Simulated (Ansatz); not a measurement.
Gas-phase reaction in SMILES: [F][Al]([F])[F] -> [F][Al]([F])[F] as doublet, charge -1 (an electron is taken up)
Structures are relaxed separately at B3LYP-D3(BJ)/def2-TZVP in Ansatz (a first-principles code). A spin state is the lowest found, not a proven ground state.

Wanted: adiabatic electron affinity (electronic energy difference), positive where the reaction releases energy, in eV. Cores are frozen in the correlated levels unless marked. Open shells are spin-unrestricted. No spin-orbit coupling. Non-relativistic. Anions need diffuse functions: aug- sets have them; the other sets have none. CBS marks a two-point X^-3 extrapolation of the correlation energy; Hartree-Fock from the larger set. The bracket is a focal-point correction in the basis named.

| level | program | adiabatic electron affinity (eV) | minus last row |
|---|---|---|---|
| PBE0/STO-3G | Ansatz | -6.32 | -7.21 |
| PBE0/6-31G* | Ansatz | 0.48 | -0.41 |
| MP2/cc-pV(D+d)Z | Ansatz | 0.43 | -0.46 |
| RI-MP2/cc-pV(T+d)Z | Ansatz | 0.58 | -0.31 |
| RI-MP2/cc-pV(Q+d)Z | Ansatz | 0.74 | -0.15 |
| SCS-MP2/cc-pV(D+d)Z | Ansatz | 0.42 | -0.47 |
| RI-MP2/CBS(aug-cc-pV(T+d)Z,aug-cc-pV(Q+d)Z)+[CCSD(T)-MP2]/aug-cc-pV(D+d)Z | Ansatz | 0.89 | 0.00 |
